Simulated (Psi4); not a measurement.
# One shape, several levels: quartet PO

We compute a comparison of 6 runs (U-r2SCAN/cc-pVTZ, U-revPBE/cc-pVTZ, UTPSS/cc-pVTZ, UMP2/cc-pVTZ, UCCSD/cc-pVTZ, UCCSD(T)/cc-pVTZ) of quartet PO. 

The calculation is run with Psi4 1.11.

1 further run of the same task is left out (it didn't finish).

### 1 The structure to begin with

PO has 2 atoms, charge 0, and is taken as a quartet. As SMILES of the parent species, `O=[P]`. Geometry: relaxed at PBE0-D4/def2-TZVP. That shape belongs to the parent species and isn't relaxed for this state.

Bond lengths: O1–P2 1.474 Å.

### 2 A single-point energy at U-r2SCAN/cc-pVTZ (run 1)

Contents of input.dat:

```
memory 2200 mb

molecule {
  0 4
  O      0.000000     0.000000    -0.009450
  P      0.000000     0.000000     1.464540
  symmetry c1
  no_reorient
  no_com
}

set basis cc-pVTZ
set reference uks
set puream true
set e_convergence 1e-09
set d_convergence 1e-08
set scf_type pk
set dft_radial_points 99
set dft_spherical_points 590
set maxiter 100

result, w = energy("r2scan", return_wfn=True)
oeprop(w, "MULLIKEN_CHARGES", "WIBERG_LOWDIN_INDICES", "LOWDIN_CHARGES")
```

The run is started by

```sh
$ psi4 input.dat output.dat -n 1
```

output.dat:

```text
[...]
  Running in c1 symmetry.
[...]
  Nuclear repulsion =   43.081204947387704
[...]
  Multiplicity = 4
[...]
  Nalpha       = 13
  Nbeta        = 10
[...]
    Number of basis functions: 64
[...]
   @UKS iter   1:  -416.18683178698495   -2.44910e-02   1.09021e-02 DIIS/ADIIS
[...]
   @UKS iter  13:  -416.37387011028761   -9.09495e-13   1.92004e-09 DIIS
[...]
   @S^2 Observed:                3.762385562E+00
[...]
    Orbital Energies [Eh]
    ---------------------
    Alpha Occupied:
       1A    -76.863154     2A    -19.020115     3A     -6.552888
       4A     -4.702655     5A     -4.697610     6A     -4.697610
       7A     -1.026536     8A     -0.573759     9A     -0.424249
      10A     -0.391994    11A     -0.391994    12A     -0.200212
      13A     -0.200212
    Alpha Virtual:
      14A     -0.014428    15A      0.202904    16A      0.212830
      17A      0.212831    18A      0.251354    19A      0.251354
      20A      0.282757    21A      0.327675    22A      0.327675
      23A      0.512037    24A      0.655694    25A      0.655694
[...]
  @UKS Final Energy:  -416.37387011028761
   => Energetics <=
    Nuclear Repulsion Energy =             43.0812049473877039
    One-Electron Energy =                -660.3258708902587841
    Two-Electron Energy =                 232.6373341089796156
    DFT Exchange-Correlation Energy =     -31.7665382763962256
    Empirical Dispersion Energy =           0.0000000000000000
    VV10 Nonlocal Energy =                  0.0000000000000000
    Total Energy =                       -416.3738701102876121
[...]
 Multipole Moments:
 ------------------------------------------------------------------------------------
     Multipole            Electronic (a.u.)      Nuclear  (a.u.)        Total (a.u.)
 ------------------------------------------------------------------------------------
 L = 1.  Multiply by 2.5417464519 to convert [e a0] to [Debye]
 Dipole X            :          0.0000000            0.0000000            0.0000000
 Dipole Y            :          0.0000000            0.0000000            0.0000000
 Dipole Z            :        -40.7361203           41.3708292            0.6347089
 Magnitude           :                                                    0.6347089
[...]
  Mulliken Charges: (a.u.)
   Center  Symbol    Alpha    Beta     Spin     Total
       1     O     4.55066  3.73726  0.81341 -0.28792
       2     P     8.44934  6.26274  2.18659  0.28792
   Total alpha = 13.00000, Total beta = 10.00000, Total charge =  0.00000
  Lowdin Charges: (a.u.)
   Center  Symbol    Alpha    Beta     Spin     Total
       1     O     4.40178  3.61963  0.78216 -0.02141
       2     P     8.59822  6.38037  2.21784  0.02141
  Total alpha = 13.00000, Total beta = 10.00000, Total charge =  0.00000
[...]
```

It took 9.9 s on 1 thread of Intel Xeon 6975P-C (Granite Rapids), shared host; peak memory 0.92 GiB.

### 3 A single-point energy at U-revPBE/cc-pVTZ (run 2)

Contents of op.in:

```
memory 2200 mb

molecule {
  0 4
  O      0.00000000     0.00000000    -0.01785791
  P      0.00000000     0.00000000     2.76757950
  units au
  symmetry c1
  no_reorient
  no_com
}

set {
  basis                cc-pVTZ
  reference            uks
  puream               true
  e_convergence        1e-09
  d_convergence        1e-08
  scf_type             pk
  dft_radial_points    99
  dft_spherical_points 590
  maxiter              100
}

result, w = energy("revpbe", return_wfn=True)
oeprop(w, "MULLIKEN_CHARGES", "LOWDIN_CHARGES", "WIBERG_LOWDIN_INDICES", title="REVPBE")
```

The run is started by

```sh
$ psi4 -n 1 op.in op.out
```

op.out:

```text
[...]
  Running in c1 symmetry.
[...]
  Nuclear repulsion =   43.081204973117664
[...]
  Multiplicity = 4
[...]
  Nalpha       = 13
  Nbeta        = 10
[...]
    Number of basis functions: 64
[...]
   @UKS iter   1:  -416.14435543913970    3.36079e-02   1.14067e-02 ADIIS/DIIS
[...]
   @UKS iter  13:  -416.34631822834501    1.13687e-13   9.00481e-10 DIIS
[...]
   @S^2 Observed:                3.755624064E+00
[...]
    Orbital Energies [Eh]
    ---------------------
    Alpha Occupied:
       1A    -76.427322     2A    -18.826215     3A     -6.391081
       4A     -4.607880     5A     -4.601785     6A     -4.601785
       7A     -0.973729     8A     -0.541897     9A     -0.399696
      10A     -0.372123    11A     -0.372123    12A     -0.182642
      13A     -0.182642
    Alpha Virtual:
      14A     -0.020879    15A      0.184598    16A      0.202812
      17A      0.202812    18A      0.223773    19A      0.223773
      20A      0.244429    21A      0.305481    22A      0.305481
      23A      0.465830    24A      0.607849    25A      0.607849
[...]
  @UKS Final Energy:  -416.34631822834501
   => Energetics <=
    Nuclear Repulsion Energy =             43.0812049731176643
    One-Electron Energy =                -660.2749667356931695
    Two-Electron Energy =                 232.5620544215072414
    DFT Exchange-Correlation Energy =     -31.7146108872767627
    Empirical Dispersion Energy =           0.0000000000000000
    VV10 Nonlocal Energy =                  0.0000000000000000
    Total Energy =                       -416.3463182283450124
[...]
 Multipole Moments:
 ------------------------------------------------------------------------------------
     Multipole            Electronic (a.u.)      Nuclear  (a.u.)        Total (a.u.)
 ------------------------------------------------------------------------------------
 L = 1.  Multiply by 2.5417464519 to convert [e a0] to [Debye]
 Dipole X            :         -0.0000000            0.0000000           -0.0000000
 Dipole Y            :         -0.0000000            0.0000000           -0.0000000
 Dipole Z            :        -40.8194914           41.3708292            0.5513378
 Magnitude           :                                                    0.5513378
[...]
  Mulliken Charges: (a.u.)
   Center  Symbol    Alpha    Beta     Spin     Total
       1     O     4.52389  3.72350  0.80039 -0.24739
       2     P     8.47611  6.27650  2.19961  0.24739
   Total alpha = 13.00000, Total beta = 10.00000, Total charge =  0.00000
  Lowdin Charges: (a.u.)
   Center  Symbol    Alpha    Beta     Spin     Total
       1     O     4.39092  3.60457  0.78634  0.00451
       2     P     8.60908  6.39543  2.21366 -0.00451
  Total alpha = 13.00000, Total beta = 10.00000, Total charge =  0.00000
[...]
```

Run time: 6.9 s. Hardware: 1 thread of Intel Xeon 6975P-C (Granite Rapids), shared host; peak memory 0.63 GiB.

Runs 3 to 4 aren't shown in full; the table further down has their settings and results.

### 4 The energy at UCCSD/cc-pVTZ (run 5)

Contents of job.json:

```json
{
  "schema_name": "qcschema_input",
  "schema_version": 1,
  "molecule": {
    "schema_name": "qcschema_molecule",
    "schema_version": 2,
    "symbols": ["O", "P"],
    "geometry": [0.0, 0.0, -0.01785791, 0.0, 0.0, 2.7675795],
    "molecular_charge": 0,
    "molecular_multiplicity": 4,
    "fix_symmetry": "c1",
    "fix_com": true,
    "fix_orientation": true
  },
  "driver": "energy",
  "model": {
    "method": "ccsd",
    "basis": "cc-pVTZ"
  },
  "keywords": {
    "reference": "uhf",
    "puream": true,
    "e_convergence": 1e-09,
    "d_convergence": 1e-08,
    "scf_type": "pk",
    "num_frozen_docc": 6,
    "maxiter": 100
  }
}
```

The run is started by

```sh
$ psi4 --qcschema job.json -n 1 --memory 2200MB
```

stdout:

```text
[...]
  Running in c1 symmetry.
[...]
  Nuclear repulsion =   43.081204973117664
[...]
  Multiplicity = 4
[...]
  Nalpha       = 13
  Nbeta        = 10
[...]
    Number of basis functions: 64
[...]
   @UHF iter   1:  -415.37481499695599   -5.27742e-01   7.37760e-03 DIIS/ADIIS
[...]
   @UHF iter  15:  -415.49345888007724   -2.69438e-11   9.25045e-09 DIIS
[...]
   @S^2 Observed:                3.790047638E+00
[...]
    Orbital Energies [Eh]
    ---------------------
    Alpha Occupied:
       1A    -80.036364     2A    -20.614699     3A     -7.576561
       4A     -5.475632     5A     -5.475632     6A     -5.471916
       7A     -1.421252     8A     -0.849492     9A     -0.648099
      10A     -0.627580    11A     -0.627580    12A     -0.365416
      13A     -0.365416
    Alpha Virtual:
      14A      0.137460    15A      0.328577    16A      0.366200
      17A      0.366200    18A      0.377869    19A      0.377869
      20A      0.419267    21A      0.512828    22A      0.512828
      23A      0.684298    24A      0.840139    25A      0.840139
[...]
  @UHF Final Energy:  -415.49345888007724
   => Energetics <=
    Nuclear Repulsion Energy =             43.0812049731176643
    One-Electron Energy =                -660.2197492071932174
    Two-Electron Energy =                 201.6450853539982973
    Total Energy =                       -415.4934588800772417
  UHF NO Occupations:
  HONO-2 :   11  A 1.0000000
  HONO-1 :   12  A 1.0000000
[...]
 Multipole Moments:
 ------------------------------------------------------------------------------------
     Multipole            Electronic (a.u.)      Nuclear  (a.u.)        Total (a.u.)
 ------------------------------------------------------------------------------------
 L = 1.  Multiply by 2.5417464519 to convert [e a0] to [Debye]
 Dipole X            :         -0.0000000            0.0000000           -0.0000000
 Dipole Y            :          0.0000000            0.0000000            0.0000000
 Dipole Z            :        -40.4730087           41.3708292            0.8978205
 Magnitude           :                                                    0.8978205
[...]
      * MP2 total energy                      = -415.812841354917168
[...]
      * CCSD total energy                     = -415.825821052107528
[...]
```

The result, in JSON:

```text
{
 "driver": "energy",
 "model": {
  "method": "ccsd",
  "basis": "cc-pVTZ"
 },
 "success": true,
 "return_result": -415.82582105210753,
 "properties": {
  "calcinfo_nbasis": 64,
  "calcinfo_nmo": 64,
  "calcinfo_nalpha": 13,
  "calcinfo_nbeta": 10,
  "calcinfo_natom": 2,
  "nuclear_repulsion_energy": 43.081204973117664,
  "return_energy": -415.82582105210753,
  "scf_one_electron_energy": -660.2197492071932,
  "scf_two_electron_energy": 201.6450853539983,
  "scf_dipole_moment": [-2.9451235084424338e-15, 3.489494184238079e-15, 0.8978204856219136],
  "scf_total_energy": -415.49345888007724,
  "scf_iterations": 15,
  "mp2_same_spin_correlation_energy": -0.09087045675278926,
  "mp2_opposite_spin_correlation_energy": -0.22851201808816637,
  "mp2_singles_energy": -9.712225405807048e-29,
  "mp2_doubles_energy": -0.3193824748409556,
  "mp2_correlation_energy": -0.3193824748409556,
  "mp2_total_energy": -415.81284135491717,
  "ccsd_same_spin_correlation_energy": -0.08508183345066861,
  "ccsd_opposite_spin_correlation_energy": -0.24728033858066908,
  "ccsd_singles_energy": -1.0327506895311094e-16,
  "ccsd_doubles_energy": -0.33236217203133767,
  "ccsd_correlation_energy": -0.3323621720313378,
  "ccsd_total_energy": -415.82582105210753,
  "ccsd_iterations": 19
 }
}
```

Run time: 9.6 s. Hardware: 1 thread of Intel Xeon 6975P-C (Granite Rapids), shared host; peak memory 0.43 GiB.

### 5 A single-point energy at UCCSD(T)/cc-pVTZ (run 6)

Contents of input.inp:

```
memory 2200 MB

molecule {
  0 4
  O
  P 1 r2

  r2 = 1.47399
  units angstrom
  symmetry c1
}

set {
  reference uhf
  puream true
  e_convergence 1e-09
  d_convergence 1e-08
  scf_type pk
  num_frozen_docc 6
  maxiter 100
}

e_tot, wfn = energy("ccsd(t)/cc-pVTZ", return_wfn=True)
```

The run is started by

```sh
$ psi4 -i input.inp -o input.out -n 1
```

input.out:

```text
[...]
  Running in c1 symmetry.
[...]
  Nuclear repulsion =   43.081204947387704
[...]
  Multiplicity = 4
[...]
  Nalpha       = 13
  Nbeta        = 10
[...]
    Number of basis functions: 64
[...]
   @UHF iter   1:  -415.37481499697998   -5.27742e-01   7.37760e-03 DIIS/ADIIS
[...]
   @UHF iter  15:  -415.49345888020497   -2.64322e-11   9.25045e-09 DIIS
[...]
   @S^2 Observed:                3.790047638E+00
[...]
    Orbital Energies [Eh]
    ---------------------
    Alpha Occupied:
       1A    -80.036364     2A    -20.614699     3A     -7.576561
       4A     -5.475632     5A     -5.475632     6A     -5.471916
       7A     -1.421252     8A     -0.849492     9A     -0.648099
      10A     -0.627580    11A     -0.627580    12A     -0.365416
      13A     -0.365416
    Alpha Virtual:
      14A      0.137460    15A      0.328577    16A      0.366200
      17A      0.366200    18A      0.377869    19A      0.377869
      20A      0.419267    21A      0.512828    22A      0.512828
      23A      0.684298    24A      0.840139    25A      0.840139
[...]
  @UHF Final Energy:  -415.49345888020497
   => Energetics <=
    Nuclear Repulsion Energy =             43.0812049473877039
    One-Electron Energy =                -660.2197491563756557
    Two-Electron Energy =                 201.6450853287829545
    Total Energy =                       -415.4934588802049689
  UHF NO Occupations:
  HONO-2 :   11  A 1.0000000
  HONO-1 :   12  A 1.0000000
[...]
 Multipole Moments:
 ------------------------------------------------------------------------------------
     Multipole            Electronic (a.u.)      Nuclear  (a.u.)        Total (a.u.)
 ------------------------------------------------------------------------------------
 L = 1.  Multiply by 2.5417464519 to convert [e a0] to [Debye]
 Dipole X            :          0.0000000            0.0000000            0.0000000
 Dipole Y            :          0.0000000            0.0000000            0.0000000
 Dipole Z            :          1.3643293           -0.4665088            0.8978205
 Magnitude           :                                                    0.8978205
[...]
      * MP2 total energy                      = -415.812841355047851
[...]
      * CCSD total energy                     = -415.825821052279593
[...]
      * CCSD(T) total energy                     = -415.841865310321737
[...]
```

It took 13 s on 1 thread of Intel Xeon 6975P-C (Granite Rapids), shared host; peak memory 0.42 GiB.

### 6 All runs side by side

```
run             level  frozen core orbitals         integration grid  energy (Eh)  HOMO energy (eV)   ⟨S²⟩  wall time
  1  U-r2SCAN/cc-pVTZ                     0  99 radial × 590 angular  -416.373870             -5.45  3.762      9.9 s
  2  U-revPBE/cc-pVTZ                     0  99 radial × 590 angular  -416.346318             -4.97  3.756      6.9 s
  3     UTPSS/cc-pVTZ                     0  99 radial × 590 angular  -416.463984             -5.15  3.757       11 s
  4      UMP2/cc-pVTZ                     6                        –  -415.812841             -9.94  3.790      4.2 s
  5     UCCSD/cc-pVTZ                     6                        –  -415.825821             -9.94  3.790      9.6 s
  6  UCCSD(T)/cc-pVTZ                     6                        –  -415.841865             -9.94  3.790       13 s
```

### 7 Outcome

| quantity | value |
| --- | --- |
| run 6: total energy | -415.84187 Eh |
| run 6: HOMO energy (Hartree–Fock orbitals) (highest over α and β) | -9.94 eV |
| run 6: LUMO energy (Hartree–Fock orbitals) (lowest over α and β) | -2.42 eV |
| run 6: correlation energy (6 core orbitals frozen) | -348.4 mEh |
| run 6: (T) correction | -16.04 mEh |
| run 6: ⟨S²⟩ of the reference determinant | 3.790 |
| run 6: T1 diagnostic | 0.036 |

In words: Over runs 1, 2, 3 the dipole moment (its size) runs from 1.40 D (U-revPBE/cc-pVTZ) to 1.61 D (U-r2SCAN/cc-pVTZ). Totals of different functionals can't be ranked against each other. All runs together took 55 s, the longest 13 s.
